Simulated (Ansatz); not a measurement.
Mulliken charges of C$_{3}$H$_{5}$NO (`NC1(O)C=C1`) from B3LYP/def2-TZVPP in Ansatz (PBE0-D4/def2-TZVP geometry).

```json
{"atom": "N1", "x (Å)": "-0.975", "y (Å)": "-0.150", "z (Å)": "-0.972", "charge (e)": "-0.340"}
{"atom": "C2", "x (Å)": "0.059", "y (Å)": "-0.248", "z (Å)": "0.021", "charge (e)": "0.262"}
{"atom": "O3", "x (Å)": "0.437", "y (Å)": "-1.588", "z (Å)": "0.152", "charge (e)": "-0.345"}
{"atom": "C4", "x (Å)": "0.109", "y (Å)": "0.662", "z (Å)": "1.176", "charge (e)": "-0.191"}
{"atom": "C5", "x (Å)": "1.082", "y (Å)": "0.766", "z (Å)": "0.314", "charge (e)": "-0.170"}
{"atom": "H6", "x (Å)": "-1.333", "y (Å)": "0.794", "z (Å)": "-1.027", "charge (e)": "0.125"}
{"atom": "H7", "x (Å)": "-0.615", "y (Å)": "-0.410", "z (Å)": "-1.884", "charge (e)": "0.135"}
{"atom": "H8", "x (Å)": "-0.373", "y (Å)": "-2.103", "z (Å)": "0.070", "charge (e)": "0.180"}
{"atom": "H9", "x (Å)": "-0.324", "y (Å)": "0.990", "z (Å)": "2.109", "charge (e)": "0.173"}
{"atom": "H10", "x (Å)": "2.016", "y (Å)": "1.235", "z (Å)": "0.044", "charge (e)": "0.172"}
```

Task: By hand: the dipole of these point charges (1 e Å = 4.8032 D).

Result: Σ q r = (-0.035, 0.326, 0.008) e Å, of length 0.328 e Å = 1.58 D.

Task: How does the dipole of the full density compare? (Best estimate.)

Result: The calculation gave: (-0.115, 0.326, -0.113) e Å, 1.75 D; the point charges give 0.90 times that, at 23° from its direction.

Point charges leave out the atoms' own dipoles, such as those of lone pairs, and Mulliken's split depends on the basis, so the two needn't agree.

B3LYP here is the variant with VWN-RPA as its local correlation; programs differ in this.
